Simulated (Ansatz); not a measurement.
**How far each method lies from UCCSDT(Q) for AlCCl, triplet**

Geometry: displaced at random from a stationary point.

```xyz
3

Al    0.0844    0.0052    1.8402
C    -0.0805    0.0136   -0.0933
Cl   -0.0039   -0.0188   -1.7469
```

Basis cc-pVDZ; Ansatz 0.2.0. Correlated methods freeze the noble-gas cores, which leaves 14 electrons in 39 orbitals. Prefix R: restricted or restricted open-shell reference; prefix U: unrestricted.

Full CI isn't at hand for all of this; UCCSDT(Q) serves as the reference, and is uncertain by about the last step of the cluster series. The frozen core follows each run's orbitals, which can shift R against U totals by a few meV.

For open shells CISD is restricted-active-space CI with the open shells as a complete middle space.

The UHF ⟨S²⟩ is 2.075, the T1 diagnostic (RCCSD) is 0.0299 and the largest doubles amplitude (RCCSD) is 0.088. The T1 diagnostic (UCCSD) is 0.0321.

| level | E − E(UCCSDT(Q)) (mEh) | share of correlation (%) | wall time |
| --- | --- | --- | --- |
| RHF | 322.31 | 0.00 | – |
| UHF | 313.13 | 2.85 | – |
| RMP2 | 48.94 | 84.82 | – |
| UMP2 | 51.09 | 84.15 | – |
| CISD | 45.04 | 86.03 | 8.5 s |
| RCCSD | 11.91 | 96.30 | – |
| UCCSD | 11.74 | 96.36 | – |
| RCCSD(T) | 2.20 | 99.32 | 9.5 s |
| UCCSD(T) | 2.28 | 99.29 | 11 s |
| BCCD(T) | 2.06 | 99.36 | 7 s |
| RCCSDT | 0.84 | 99.74 | – |
| UCCSDT | 0.81 | 99.75 | – |
| RCCSDT(Q) | 0.12 | 99.96 | 61 s |

The correlation energy at UCCSDT(Q), counted from RHF, is -8.771 eV. That run took 58 s on 1 thread of Arm Neoverse V1, shared host.

Times hold each run's SCF and search for its determinant on a shared host, so for small cases they say little of a method's own cost; they ran on 1 thread of Arm Neoverse V1.
